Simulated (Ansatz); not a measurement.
A made-up structure of CH6NSi (charge +1), singlet:

| atom | x (Å) | y (Å) | z (Å) |
| --- | --- | --- | --- |
| N1 | -0.6629 | 0.5568 | -0.8730 |
| C2 | 0.0060 | 0.6708 | 0.0731 |
| Si3 | 0.4916 | -0.7832 | 0.6118 |
| H4 | -0.9891 | -0.3394 | -1.4145 |
| H5 | -0.9020 | 1.3486 | -1.1322 |
| H6 | 0.2990 | 1.6828 | 0.5799 |
| H7 | 2.0010 | -0.5087 | 0.4459 |
| H8 | -0.0728 | -1.9695 | -0.2908 |
| H9 | -0.1708 | -0.6580 | 1.9998 |

It is relaxed with PBE-D4/def2-SVP and then PBE0-D4/def2-TZVP (Ansatz 0.2.0). Atoms count as bonded within 1.22 times the sum of their covalent radii (H–H: 0.88 Å). The end point is not checked to be a true minimum.

(1) Does its bonding change? (A judgement: the text doesn't fix the answer.)

Answers

(1) Computed: No: no bond forms or breaks.

Where it ends: The first stage lowers the energy by 3.93 eV in 9 steps. It ends as CH₆NSi ([NH2][CH][SiH3]), total charge +1:
```xyz
9
angstrom
N -0.7952 0.7434 -1.0401
C -0.0498 0.6902 -0.0035
Si 0.6208 -0.9336 0.7780
H -1.0879 -0.0981 -1.5298
H -1.1320 1.6219 -1.4265
H 0.1958 1.6597 0.4328
H 2.0871 -0.7650 0.7128
H 0.0849 -2.0154 -0.0749
H 0.0764 -0.9031 2.1512
```

Labels in which every atom is bracketed show which atoms are joined, not bond orders.

For scale, one of the runs: PBE0-D4/def2-TZVP relaxation, 135 basis functions, launched by `ansatz run in.yaml --threads 2 --pin off --events-out ev --progress --plain --max-ram 4352MiB`. Hardware: 2 CPU threads of an Arm Neoverse V2, shared host. Wall time about 16 s.
